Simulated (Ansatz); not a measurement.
Gallium, alpha-Ga (Cmce): convergence with the k-point mesh

Computed with Ansatz, LDA, scalar-relativistic PAW, on the relaxed cell (a = 4.436 Å, b = 7.484 Å, c = 4.425 Å; spin not included). Errors count from a run at 420 eV on a Γ-centred 11×11×10 mesh with Fermi-Dirac smearing of 0.1 eV, extrapolated to zero width. Fixed here: cutoff 420 eV, Fermi-Dirac width 0.1 eV. The SCF starts from atomic densities corrected by a trained network.

```csv
k-mesh,E(σ→0) error (meV/atom),P (GPa),SCF iterations
2×2×1,745.4,9.47,7
2×2×2,414.1,3.47,7
3×3×3,-4.9,0.56,6
4×4×4,-23.0,-0.12,7
7×7×6,3.9,-0.01,7
9×9×8,2.8,0.02,7
12×12×10,-0.2,0.03,7
```

Task: What does the run at 5×5×5 give (k-mesh)?

Result: E(σ→0) error (meV/atom): -8.7; P (GPa): -0.18; SCF iterations: 7.

Within 5 meV/atom of the last row: from 7×7×6 on.
